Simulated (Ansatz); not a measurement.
**hcp Tl**

Computed with PBEsol (plane waves, PAW; Ansatz, a first-principles code).

Settings: plane-wave cutoff 500 eV, 16×16×1 k mesh (along the axes of the cell as run), Fermi–Dirac smearing 0.1 eV, scalar-relativistic PAW data made under PBE.

Cell: relaxed at this level.

surface energy of the (10-11) face: 0.48 J/m²
work function of the (10-11) face: 3.51 eV

The slab of 12 atoms is relaxed and unreconstructed.

Spin–orbit coupling is not included; it can shift volumes and moduli of such heavy elements.

Static lattice: no zero-point or thermal effects.

It cost about 30 core-minutes (a rough figure) of CPU time.
